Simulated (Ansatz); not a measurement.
How close CCSD(T) comes to the exact answer in a basis

Each species is computed at the geometry given (Å), with frozen cores, in Ansatz 0.2.0: RHF-CCSD(T) for singlets, UHF-CCSD(T) otherwise, and full CI in the same basis. The program picks the determinant by trial CCSD, so it needn't be the lowest Hartree–Fock solution. States: NaCl Σ⁺ or Δ, [AlH2···H···H] A1, HF Σ⁺ or Δ. Cases whose determinant has another symmetry than full CI's state, or whose (Q) step broke down, weren't drawn.

Q: Judging by size, spin and bonding and the diagnostics given, rank them by the size of CCSD(T)'s error in total energy against full CI in the same basis, smallest first (an estimate).
A. NaCl, singlet, 6-31G: Na 0.000 0.000 0.000; Cl 0.000 0.000 2.391. T1 0.015, (T) -17 meV in a correlation energy of -1.40 eV
B. HF, singlet, cc-pVDZ: F 0.000 0.000 0.000; H 0.000 0.000 0.934. T1 0.006, (T) -53 meV in a correlation energy of -5.70 eV
C. [AlH$_{2}$···H···H], doublet, cc-pVDZ: Al -0.104 0.000 0.000; H -0.897 1.373 0.000; H -0.897 -1.373 0.000; H 1.672 0.000 0.000; H 2.893 0.000 0.000. T1 0.018, (T) -43 meV in a correlation energy of -3.07 eV

A: A (3.6 meV), B (13.8 meV), C (18.1 meV).

| species | basis | correlated electrons | CCSD(T) − full CI (meV) | CCSDT(Q) − full CI (meV) | unpaired electrons (full CI) | T1 | ⟨S²⟩ of the determinant |
| --- | --- | --- | --- | --- | --- | --- | --- |
| NaCl, singlet | 6-31G | 8 | 3.6 | -0.3 | 0.01 | 0.015 | 0.00 |
| HF, singlet | cc-pVDZ | 8 | 13.8 | -0.3 | 0.01 | 0.006 | 0.00 |
| [AlH2···H···H], doublet | cc-pVDZ | 7 | 18.1 | 0.5 | 1.04 | 0.018 | 0.78 |

Unpaired electrons are Σ n²(2−n)² over natural occupations; an open shell counts its own unpaired electrons too. Frozen cores follow each run's orbitals, which moves totals by a few meV.
